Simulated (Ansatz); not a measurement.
Two isomers of C4H8O: A = `C[C@@H]1O[C@H]1C`, B = `C=C(C)CO`.

Computed with Ansatz on PBE0-D4/def2-TZVP structures; ΔE is electronic, products minus reactants. CCSD(T)/CBS is the MP2 limit (def2-TZVPP, def2-QZVPP) plus CCSD(T) − MP2 in def2-TZVPP, frozen cores. DFT in def2-TZVPP. B3LYP here is the variant with VWN-RPA as its local correlation; programs differ in this. One conformer a species, not always the lowest.

A:

Z-matrix (Å, degrees):
```
C
C 1 1.495
H 1 1.091 2 110.6
H 1 1.093 2 110.6 3 120.5
H 1 1.093 2 110.7 3 -120.0
O 2 1.423 1 116.7 3 44.4
C 2 1.460 1 122.8 3 -24.5
H 2 1.091 1 115.6 3 -178.7
C 7 1.495 2 122.8 1 -152.7
H 7 1.091 2 116.6 1 1.2
H 9 1.093 7 110.6 2 96.0
H 9 1.093 7 110.6 2 -144.4
H 9 1.091 7 110.6 2 -24.4
```

B:

```xyz
13

C    -1.033   -0.690   -1.057
C    -0.199    0.010   -0.294
C     1.022    0.689   -0.824
C    -0.443    0.146    1.181
O     0.616   -0.384    1.958
H    -1.911   -1.169   -0.636
H    -0.875   -0.799   -2.124
H     0.943    1.774   -0.693
H     1.173    0.480   -1.883
H     1.909    0.373   -0.269
H    -1.401   -0.319    1.445
H    -0.500    1.204    1.456
H     0.698   -1.316    1.739
```

Problem. Which isomer does CCSD(T)/CBS put lower? Give the gap. (Best estimate.)

Solution. The calculation gave: B, by 7.1 kcal/mol.

Problem. Give E(B) − E(A) in kcal/mol with B2PLYP, B3LYP-D4, CCSD(T)/def2-TZVPP, r2SCAN-D4, PBE0-D4, PBE-D4, HF/def2-TZVPP. (An estimate is asked.)

Solution. The calculation gave: B2PLYP -6.6, B3LYP-D4 -7.6, CCSD(T)/def2-TZVPP -6.6, r2SCAN-D4 -3.8, PBE0-D4 -3.4, PBE-D4 -3.6, HF/def2-TZVPP -8.6. None reverses the order clearly.

Largest T1 diagnostic: 0.011.

In def2-TZVPP, CCSD(T) changes the Hartree–Fock value by +2.0 kcal/mol (the triples alone add +0.0 kcal/mol) and MP2 by +3.5 kcal/mol.
